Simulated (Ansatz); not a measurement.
A made-up structure of MgAlH3O, closed shell:

```
6
angstrom
O -1.5208 -1.0865 -0.7436
Al -0.3571 0.4306 -0.5789
Mg 1.7882 0.0994 1.5692
H -2.3199 -1.1087 -1.4582
H -0.7244 1.7816 -1.7099
H 3.1339 -0.1164 2.9214
```

It is relaxed with PBE-D4/def2-SVP and then PBE0-D4/def2-TZVP (Ansatz 0.2.0). Atoms count as bonded within 1.22 times the sum of their covalent radii (H–H: 0.88 Å). The end point is not checked to be a true minimum.

(1) Does its bonding change? (A judgement: the text doesn't fix the answer.)

Results:

(1) By the calculation: No: no bond forms or breaks.

Where it ends: The first stage lowers the energy by 0.94 eV in 7 steps. It ends as MgAlH₃O ([OH][AlH][MgH]):
O1  (-1.359, -0.970, -0.665)
Al2  (-0.319, 0.384, -0.517)
Mg3  (1.597, 0.088, 1.401)
H4  (-2.072, -0.990, -1.303)
H5  (-0.645, 1.591, -1.525)
H6  (2.798, -0.103, 2.608)
(Å)

Labels in which every atom is bracketed show which atoms are joined, not bond orders.

For scale, one of the runs: PBE0-D4/def2-TZVP relaxation, 118 basis functions, launched by `ansatz run in.yaml --threads 2 --pin off --events-out ev --progress --plain --max-ram 4352MiB`. The run took about 13 s on 2 CPU threads of an Arm Neoverse V2 (shared host).
